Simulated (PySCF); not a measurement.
# Highest orbital energy against ionisation energy along group 13

Calculated with PySCF 2.14, no spin-orbit coupling. Each cell gives −ε(HOMO) / ΔSCF in eV; NIST values include spin-orbit coupling, (s) semi-empirical, (t) theoretical.

| species | UHF | LDA | PBE | PBE0 | r2SCAN | NIST (lowest levels) |
| --- | --- | --- | --- | --- | --- | --- |
| B (aug-cc-pwCVDZ, non-relativistic) | 8.636 / 8.021 | 4.094 / 8.621 | 4.157 / 8.650 | 5.360 / 8.625 | 4.577 / 8.743 | 8.298 |
| Al (aug-cc-pwCVDZ, non-relativistic) | 5.918 / 5.597 | 3.024 / 6.042 | 3.101 / 6.079 | 3.911 / 6.094 | 3.356 / 6.168 | 5.986 |
| Ga (aug-cc-pwCVDZ-PP with ECP10MDF, ECP) | 5.809 / 5.525 | 2.915 / 5.996 | 2.925 / 5.925 | 3.748 / 5.951 | 3.181 / 6.079 | 5.999 |
| In (aug-cc-pwCVDZ-PP with ECP28MDF, ECP) | 5.465 / 5.207 | 2.858 / 5.709 | 2.825 / 5.583 | 3.592 / 5.611 | 3.063 / 5.708 | 5.786 |
| Tl (aug-cc-pwCVDZ-PP with ECP60MDF, ECP) | 5.224 / 5.001 | 2.760 / 5.569 | 2.689 / 5.412 | 3.427 / 5.427 | 2.910 / 5.492 | 6.108 |

Task: How far is −ε(HOMO) from ΔSCF on average for each method, and why?

Result: UHF 0.34 eV; LDA -3.26 eV; PBE -3.19 eV; PBE0 -2.33 eV; r2SCAN -3.02 eV. Hartree-Fock orbital energies lack relaxation and so exceed the ΔSCF value; semilocal functionals have convex E(N) from self-interaction, so their HOMO lies far too high; exact exchange moves hybrids part of the way back.
